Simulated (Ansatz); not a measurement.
CH₃NOS₂ (`NC1(O)SS1`), relaxed with RKS PBE-D4/def2-SVP in the Gaussian-basis code of Ansatz from a rough embedded geometry. The force threshold is 0.03 eV/Å; the program also tests the step.

Charge 0, multiplicity 1.

Start:

```xyz
8

N     0.204    1.071   -0.125
C    -0.091   -0.332    0.014
O    -0.325   -0.673    1.361
S    -1.062   -1.055   -1.106
S     0.888   -1.411   -0.891
H     1.070    1.296    0.228
H     0.320    1.242   -1.174
H    -1.004   -0.138    1.692
```

**Question.** How much energy does the relaxation release, and in how many steps? (An estimate is asked.)

**Answer.** Computed: 106.48 kJ/mol, in 7 steps, 1 of them rejected.

**Question.** Which bonds change most? (An estimate is asked.)

**Answer.** Ansatz gave: C2–S4 from 1.649 to 1.852 Å; S4–S5 from 1.994 to 2.149 Å; C2–S5 from 1.716 to 1.851 Å; N1–H6 from 0.962 to 1.028 Å.

**Question.** Give the relaxed structure. (An estimate is asked.)

**Answer.** Computed: 
```xyz
8

N     0.162    1.044   -0.127
C    -0.068   -0.344    0.025
O    -0.298   -0.682    1.334
S    -1.107   -1.085   -1.317
S     0.921   -1.631   -0.864
H     1.015    1.336    0.368
H     0.220    1.315   -1.114
H    -0.844    0.048    1.695
```
